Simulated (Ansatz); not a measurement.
# CHCl (triplet): the correlation ladder, def2-TZVPP

The task here is to estimate one member of a computed series from the others.

The runs use Ansatz 0.2.0, Gaussian basis; def2-TZVPP, core rule «outside noble gas», up to 6 orbitals frozen.

To be run: UHF; ROHF; CCSD(T) on UHF.

2 further runs of the same task are left out: 2 set aside as unsound or not needed.

**The system**

The geometry is a PBE0/def2-TZVP stationary point (not a proven minimum) of the parent state, kept for this charge and spin.

3 atoms, charge 0, spin multiplicity 3.

Atoms are counted from 1 here; the program's logs count them from 0.

Bond lengths: C1–Cl2 1.682 Å, C1–H3 1.112 Å. Angles: Cl2–C1–H3 102.4°.

As a file:

```xyz
3

C     0.0000   -0.1595    1.2148
Cl    0.0000    0.0287   -0.4563
H     0.0000    0.8931    1.5728
```

The first run:

in.yaml reads:

```yaml
crystal:
  periodic: [false, false, false]
  atoms:
    - {symbol: C, position_ang: [0.000000, -0.159533, 1.214848]}
    - {symbol: Cl, position_ang: [0.000000, 0.028656, -0.456279]}
    - {symbol: H, position_ang: [0.000000, 0.893064, 1.572802]}
basis:
  gaussian: {orbitals: def2-TZVPP}
magnetization: {spin_polarized: true, initial_magnetization: 2}
hamiltonian: {xc: hf}
output: {orbitals: {seedname: orbitals}}
```

On the command line:

```
> ansatz run in.yaml --threads 1 --pin off --events-out ev --progress --plain --max-ram 4096MiB --backend cpu
```

Among the steps run: UHF; ROHF; CCSD(T) on UHF.

One of the session's tables, all rows but one given; the rest of the session is left out.

It belongs to the step «Misses and costs». 

```
  method  from UCCSD(T) (meV)
    ROHF              +9548.1
     UHF              +9381.5
    UMP2              +1229.8
   UCCSD                    ?
UCCSD(T)                    0
```

**Question.** Estimate the row for UCCSD.

**Answer.** from UCCSD(T) (meV): +387.1. In the column «from UCCSD(T) (meV)» it lies between UCCSD(T) (0) and UMP2 (+1229.8).
